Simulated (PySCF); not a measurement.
# Dipole moment and polarisability of `Cc1cccs1`

C5H6S.
Geometry (GFN2-xTB, Å), atoms numbered from 1 in this order:
```xyz
12
C5H6S angstrom
C     -1.990    0.192    0.013
C     -0.503    0.161    0.023
C      0.326   -0.897   -0.174
C      1.698   -0.558   -0.092
C      1.893    0.757    0.167
S      0.406    1.611    0.318
H     -2.376    0.535    0.972
H     -2.356    0.873   -0.755
H     -2.381   -0.804   -0.187
H     -0.027   -1.893   -0.373
H      2.496   -1.267   -0.220
H      2.816    1.289    0.281
```

Level: wB97X-D/def2-SVPD (PySCF), static field, nuclei fixed, core orbitals frozen in the response. The polarisability tensor in these axes (au):

```
x   88.43 -1.36  0.16
y   -1.36 81.12  5.85
z    0.16  5.85 52.23
```

Question: What are the eigenvalues, a third of the trace, and Δα (Δα² = ½Σ(αi − αj)² over the three pairs)?

Answer: Principal values 51.08, 82.00 and 88.70 au; mean 73.93 au = 10.95 Å³ = 12.19 × 10⁻⁴⁰ C²·m²/J; Δα = 34.75 au (47 % of the mean).

Question: What is the dipole moment, and where does it point?

Answer: (-0.39, -0.63, -0.13) D, 0.75 D in size, pointing from the negative to the positive side. Measured along this direction, the outermost atoms are H12 at the negative end and H9 at the positive end.

Question: Along which axes do the principal values lie, and how far do the nuclei extend along each?

Answer: Largest value along (0.98, -0.20, -0.03), where the nuclei span 5.16 Å; middle along (0.20, 0.96, 0.19), 3.75 Å; least along (-0.01, -0.19, 0.98), 1.76 Å. The response follows the extents in order.

Question: Refractivity n − 1 of an ideal gas of it at 350 K and 1 atm, from the electronic α?

Answer: N = p/kT = 2.0968 × 10¹⁹ cm⁻³, so n − 1 = 2π × N × 10.95 × 10⁻²⁴ cm³ = 1443 × 10⁻⁶ at long wavelengths.

Question: How large is μ²/3kT at 250 K beside α?

Answer: In Gaussian units μ²/3kT = 5.47 Å³ against 10.95 Å³, a ratio of 0.50; the Debye molar polarisation (4π/3)N_A(α + μ²/3kT) is 41.4 cm³/mol, leaving out the vibrational part.

Question: Molar refractivity from α?

Answer: Lorentz–Lorenz: R = (4π/3)N_A α = 2.5225 cm³/(mol·Å³) × 10.95 Å³ = 27.6 cm³/mol, in the limit of long wavelengths.

Question: Find the Langevin capture rate constant for NH4+ (18.034 u) meeting this molecule (98.019 u), k = 2.342 × 10⁻⁹ cm³/s × √(α in Å³ / reduced mass in u).

Answer: The reduced mass is 15.23 u, so k = 1.99 × 10⁻⁹ cm³/s. The formula leaves out the permanent dipole, which adds to the capture rate.

Isolated species at its GFN2-xTB geometry, gas phase.
